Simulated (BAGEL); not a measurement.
# One shape, several levels: triplet CH4Si

Aim: a comparison of 5 runs (UHF/STO-3G, UHF/3-21G, ROHF/6-31G*, ROHF/def2-TZVP, UHF/def2-TZVP) of triplet CH4Si. 

Program for the calculation: BAGEL 1.2.2.

2 further runs of the same task are left out: 2 set aside as unsound or not needed.

**1. The system as given**

CH4Si has 6 atoms, charge 0, and is taken as a triplet. As SMILES of the parent species, `C[SiH]`. Geometry: relaxed at PBE0-D4/def2-TZVP. That shape belongs to the parent species and isn't relaxed for this state.

Bond lengths: C1–Si2 1.892 Å, C1–H3 1.098 Å, C1–H4 1.091 Å, C1–H5 1.098 Å, Si2–H6 1.531 Å. Angles: C1–Si2–H6 94.2°, Si2–C1–H3 109.7°, Si2–C1–H4 113.8°, Si2–C1–H5 109.5°, H3–C1–H4 109.0°, H3–C1–H5 105.5°, H4–C1–H5 109.0°.

**2. The energy at UHF/STO-3G (density fitting with qzvpp-jkfit) (run 1)**

Contents of calc.json:

```json
{ "bagel" : [

{
  "title" : "molecule",
  "basis" : "sto-3g",
  "df_basis" : "qzvpp-jkfit",
  "angstrom" : "true",
  "geometry" : [
    { "atom" : "C", "xyz" : [      -0.093500,      -0.366000,      -0.370300 ] },
    { "atom" : "Si", "xyz" : [       0.917300,       0.209800,       1.122300 ] },
    { "atom" : "H", "xyz" : [      -1.156900,      -0.410100,      -0.102200 ] },
    { "atom" : "H", "xyz" : [       0.215000,      -1.335600,      -0.763000 ] },
    { "atom" : "H", "xyz" : [      -0.024000,       0.382000,      -1.170800 ] },
    { "atom" : "H", "xyz" : [       0.142200,       1.520000,       1.284000 ] }
  ]
},

{ "title" : "uhf", "nopen" : 2 },

{ "title" : "print", "file" : "orbitals.molden", "orbitals" : "true" }

]}
```

Run with:

```sh
$ BAGEL_NUM_THREADS=1 BAGEL calc.json > calc.out
```

Log:

```text
* using 1 threads per process

  ===============================================================
  ===============================================================

  *** Geometry ***

  { "atom" : "C", "xyz" : [     -0.176689,     -0.691640,     -0.699766 ] },
  { "atom" : "Si", "xyz" : [      1.733446,      0.396465,      2.120840 ] },
  { "atom" : "H", "xyz" : [     -2.186224,     -0.774977,     -0.193130 ] },
  { "atom" : "H", "xyz" : [      0.406291,     -2.523918,     -1.441861 ] },
  { "atom" : "H", "xyz" : [     -0.045353,      0.721875,     -2.212491 ] },
  { "atom" : "H", "xyz" : [      0.268719,      2.872384,      2.426408 ] },

  Number of auxiliary basis functions:      275

  Since a DF basis is specified, we compute 2- and 3-index integrals:
    o Being stored without compression. Storage requirement is 0.001 GB

  Number of basis functions:       18
  Number of electrons      :       24

    * METHOD: MOLECULE                             0.04

  *** Open-shell HF ***

  === Nuclear Repulsion ===
    48.6036936582

      * DIIS with orbital gradients will be used.

  === UHF iteration (sto-3g) ===
      0       -325.19004955          0.01729759           0.00
      1       -325.21136442          0.00739246           0.00
      2       -325.21542352          0.00347164           0.00
[... 11 lines of this table left out ...]
     14       -325.21731369          0.00000001           0.00
    * SCF iteration converged.

    * S^2 (UHF) is 2.0020

    * Permanent dipole moment:
           (   -0.507859,     0.248049,    -0.348522) a.u.

    * METHOD: UHF                                  0.09

    * METHOD: PRINT                                0.00

  ===============================================================
```

Run time: 0.28 s. Hardware: 1 thread of Arm Neoverse V2, shared host.

**3. A single-point energy at UHF/3-21G (density fitting with qzvpp-jkfit) (run 2)**

Contents of hf.json:

```json
{ "bagel": [

{
  "title": "molecule",
  "basis": "3-21g",
  "df_basis": "qzvpp-jkfit",
  "angstrom": true,
  "geometry": [
    { "atom": "C", "xyz": [   -0.093500,   -0.366000,   -0.370300 ] },
    { "atom": "Si", "xyz": [    0.917300,    0.209800,    1.122300 ] },
    { "atom": "H", "xyz": [   -1.156900,   -0.410100,   -0.102200 ] },
    { "atom": "H", "xyz": [    0.215000,   -1.335600,   -0.763000 ] },
    { "atom": "H", "xyz": [   -0.024000,    0.382000,   -1.170800 ] },
    { "atom": "H", "xyz": [    0.142200,    1.520000,    1.284000 ] }
  ]
},
{
  "title": "uhf",
  "nopen": 2
},
{
  "title": "print",
  "file": "orbitals.molden",
  "orbitals": true
}

]}
```

Run with:

```sh
$ BAGEL_NUM_THREADS=1 BAGEL hf.json > hf.out
```

Log:

```text
* using 1 threads per process

  ===============================================================
  ===============================================================

  *** Geometry ***

  { "atom" : "C", "xyz" : [     -0.176689,     -0.691640,     -0.699766 ] },
  { "atom" : "Si", "xyz" : [      1.733446,      0.396465,      2.120840 ] },
  { "atom" : "H", "xyz" : [     -2.186224,     -0.774977,     -0.193130 ] },
  { "atom" : "H", "xyz" : [      0.406291,     -2.523918,     -1.441861 ] },
  { "atom" : "H", "xyz" : [     -0.045353,      0.721875,     -2.212491 ] },
  { "atom" : "H", "xyz" : [      0.268719,      2.872384,      2.426408 ] },

  Number of auxiliary basis functions:      275

  Since a DF basis is specified, we compute 2- and 3-index integrals:
    o Being stored without compression. Storage requirement is 0.002 GB

  Number of basis functions:       30
  Number of electrons      :       24

    * METHOD: MOLECULE                             0.04

  *** Open-shell HF ***

  === Nuclear Repulsion ===
    48.6036936582

      * DIIS with orbital gradients will be used.

  === UHF iteration (3-21g) ===
      0       -327.24934680          0.04203271           0.01
      1       -327.29164290          0.01510226           0.01
      2       -327.29802720          0.00739522           0.01
[... 14 lines of this table left out ...]
     17       -327.30035971          0.00000000           0.01
    * SCF iteration converged.

    * S^2 (UHF) is 2.0045

    * Permanent dipole moment:
           (   -0.184561,     0.270447,     0.009098) a.u.

    * METHOD: UHF                                  0.15

    * METHOD: PRINT                                0.00

  ===============================================================
```

Run time: 0.36 s. Hardware: 1 thread of Arm Neoverse V2, shared host.

Runs 3 to 4 aren't shown in full; the table further down has their settings and results.

**4. The energy at UHF/def2-TZVP (density fitting with qzvpp-jkfit) (run 5)**

Contents of input.json:

```json
{ "bagel": [

{
  "title": "molecule",
  "basis": "def2-tzvp.json",
  "df_basis": "qzvpp-jkfit",
  "angstrom": true,
  "geometry": [
    { "atom": "C", "xyz": [   -0.093500,   -0.366000,   -0.370300 ] },
    { "atom": "Si", "xyz": [    0.917300,    0.209800,    1.122300 ] },
    { "atom": "H", "xyz": [   -1.156900,   -0.410100,   -0.102200 ] },
    { "atom": "H", "xyz": [    0.215000,   -1.335600,   -0.763000 ] },
    { "atom": "H", "xyz": [   -0.024000,    0.382000,   -1.170800 ] },
    { "atom": "H", "xyz": [    0.142200,    1.520000,    1.284000 ] }
  ]
},
{ "title": "uhf", "nopen": 2 },
{ "title": "print", "file": "orbitals.molden", "orbitals": true }

]}
```

The basis set def2-TZVP is read from a file made from the Basis Set Exchange's data (not shown).

Run with:

```sh
$ BAGEL_NUM_THREADS=1 BAGEL input.json > input.out
```

Log:

```text
* using 1 threads per process

  ===============================================================
  ===============================================================

  *** Geometry ***

  { "atom" : "C", "xyz" : [     -0.176689,     -0.691640,     -0.699766 ] },
  { "atom" : "Si", "xyz" : [      1.733446,      0.396465,      2.120840 ] },
  { "atom" : "H", "xyz" : [     -2.186224,     -0.774977,     -0.193130 ] },
  { "atom" : "H", "xyz" : [      0.406291,     -2.523918,     -1.441861 ] },
  { "atom" : "H", "xyz" : [     -0.045353,      0.721875,     -2.212491 ] },
  { "atom" : "H", "xyz" : [      0.268719,      2.872384,      2.426408 ] },

  Number of auxiliary basis functions:      275

  Since a DF basis is specified, we compute 2- and 3-index integrals:
    o Being stored without compression. Storage requirement is 0.019 GB

  Number of basis functions:       92
  Number of electrons      :       24

    * METHOD: MOLECULE                             0.07

  *** Open-shell HF ***

  === Nuclear Repulsion ===
    48.6036936582

      * DIIS with orbital gradients will be used.

  === UHF iteration (def2-tzvp.json) ===
      0       -328.92052336          0.03964168           0.03
      1       -329.02826868          0.01963287           0.04
      2       -329.05428725          0.00983895           0.04
[... 16 lines of this table left out ...]
     19       -329.06371868          0.00000000           0.04
    * SCF iteration converged.

    * S^2 (UHF) is 2.0048

    * Permanent dipole moment:
           (   -0.037349,     0.241278,     0.141850) a.u.

    * METHOD: UHF                                  0.79

    * METHOD: PRINT                                0.01

  ===============================================================
```

Wall time 1.1 s (1 thread of Arm Neoverse V2, shared host).

**5. The series**

```
run                                                                level  energy (Eh)  dipole moment (D)   ⟨S²⟩  wall time
  1                        UHF/STO-3G (density fitting with qzvpp-jkfit)  -325.217314               1.69  2.002     0.28 s
  2                         UHF/3-21G (density fitting with qzvpp-jkfit)  -327.300360               0.83  2.005     0.36 s
  3  ROHF/6-31G* (density fitting with qzvpp-jkfit, spherical functions)  -329.018418               0.79  2.000     0.42 s
  4                    ROHF/def2-TZVP (density fitting with qzvpp-jkfit)  -329.061934               0.71  2.000     0.93 s
  5                     UHF/def2-TZVP (density fitting with qzvpp-jkfit)  -329.063719               0.72  2.005      1.1 s
```

**6. What came out**

```
            quantity          value
 run 5: total energy  -329.06372 Eh
run 5: dipole moment         0.72 D
         run 5: ⟨S²⟩          2.005
```

In words: The dipole moment (its size) runs from 0.71 D (ROHF/def2-TZVP) to 1.69 D (UHF/STO-3G). The two ends differ in method and basis. In run 1 the basis is minimal, so the values are rough. All runs together took 3 s, the longest 1.1 s.
